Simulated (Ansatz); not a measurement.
Species: CH₃Cl, SMILES `CCl` (charge 0, multiplicity 1).

### Question
Give a relaxed geometry from PBE0-D4/def2-TZVP (Ansatz, an electronic-structure program).

### Answer
the end point of this relaxation (outside a Z-matrix the atoms follow the SMILES, hydrogens last).
Cartesian coordinates (Å) in one orientation:
```xyz
5

C     -0.146    -0.009     0.004
Cl     1.624     0.099    -0.042
H     -0.481    -0.583    -0.857
H     -0.440    -0.505     0.926
H     -0.557     0.997    -0.031
```
